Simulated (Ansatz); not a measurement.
The input, for Ansatz 0.2.0:

```yaml
crystal:
  periodic: [false, false, false]
  atoms:
    - {symbol: O, position_ang: [0.000000, 0.000000, 0.000000]}
    - {symbol: H, position_ang: [0.000000, 0.000000, 1.036612]}
basis:
  gaussian: {orbitals: cc-pVTZ}
total_charge: 1
magnetization: {spin_polarized: true, initial_magnetization: 0}
correlation: {method: ccsd_t, electrons: outside_noble_gas}
output: {forces: true}
```

```sh
$ ansatz run in.yaml --threads 1 --pin off --events-out ev --progress --plain --max-ram 2393MiB
```

Log:

```
259 factors; integrals over basis functions are off by at most 9.0e-4 eV
mean field evaluation 1: about -2036.5734 eV, gradient 1.5e1 eV
mean field evaluation 2: about -2036.5740 eV, gradient 1.5e1 eV
mean field evaluation 4: about -2037.1878 eV, gradient 5.0e-1 eV
mean field evaluation 8: about -2037.1892 eV, gradient 2.0e-4 eV
mean field evaluation 16: about -2039.8072 eV, gradient 1.7e0 eV
mean field evaluation 32: about -2037.8536 eV, gradient 3.6e0 eV
mean field evaluation 64: about -2037.1892 eV, gradient 1.5e-2 eV
mean field evaluation 96: about -2036.5401 eV, gradient 2.2e0 eV
mean field evaluation 128: about -2039.8278 eV, gradient 3.2e-4 eV
mean field evaluation 160: about -2039.8213 eV, gradient 1.2e0 eV
mean field evaluation 192: about -2036.2397 eV, gradient 1.4e-3 eV
mean field evaluation 224: about -2036.2397 eV, gradient 3.4e-4 eV
mean field -2039.82778202 eV, -74.9622883444 hartree, gradient 1.9e-6 eV, S^2 1.007881; 11 other end points of the search recorded, 0 dependent functions left out
determinant -2039.82778202 eV, -74.9622883444 hartree, with singles and doubles -2044.65589030 eV, -75.1397180510 hartree
determinant -2036.23973346 eV, -74.8304299920 hartree, with singles and doubles -2040.94655977 eV, -75.0034026683 hartree
determinant -2037.18922121 eV, -74.8653230231 hartree, with singles and doubles -2042.64830784 eV, -75.0659407563 hartree
1 core orbitals not correlated: weight in the atoms' cores, before any rotation towards them, 1.000 or more for the frozen orbitals, at most 0.000 for the correlated occupied ones
reference -2039.82778202 eV, -74.9622883444 hartree; 3, 3 occupied and 40, 40 virtual orbitals, 259 factors
second order -3.93183713 eV of doubles, -0.00000000 eV of singles
cycle   1  -4.79215662 eV  change   -5.3e-1 eV  update   1.7e-2
cycle   2  -4.80292992 eV  change   -1.1e-2 eV  update   4.2e-3
cycle   3  -4.80470957 eV  change   -1.8e-3 eV  update   1.5e-3
cycle   4  -4.80615724 eV  change   -1.4e-3 eV  update   7.7e-4
cycle   5  -4.80699604 eV  change   -8.4e-4 eV  update   5.2e-4
cycle   6  -4.80843284 eV  change   -1.4e-3 eV  update   4.2e-4
cycle   7  -4.81088915 eV  change   -2.5e-3 eV  update   3.1e-4
cycle   8  -4.81247632 eV  change   -1.6e-3 eV  update   1.6e-4
cycle   9  -4.81286215 eV  change   -3.9e-4 eV  update   5.3e-5
cycle  10  -4.81293858 eV  change   -7.6e-5 eV  update   1.4e-5
cycle  11  -4.81294823 eV  change   -9.6e-6 eV  update   2.7e-6
cycle  12  -4.81295107 eV  change   -2.8e-6 eV  update   6.3e-7
perturbative correction -0.35010416 eV, -0.0128660907 hartree
WARN: the results are in doubt because among natural orbitals full CI differs from the method by +1.831 eV
the calculation of the forces begins
Total energy: -2044.99083726 eV, -75.1520271248 hartree
Atom 0 at     0.000000     0.000000     0.000000 Å, force    -0.000000     0.000000     0.230947 eV/Å
Atom 1 at     0.000000     0.000000     1.036612 Å, force     0.000000    -0.000000    -0.230947 eV/Å
Dipole moment:    -0.000000     0.000000     0.422640 e Å
In doubt: among natural orbitals full CI differs from the method by +1.831 eV
```

Forces (eV/Å):
```
O    0.000  0.000  0.231
H    0.000  0.000 -0.231
```

Ran on 1 thread of Intel Xeon, shared host: 7 s wall, 0.14 GiB peak host memory.
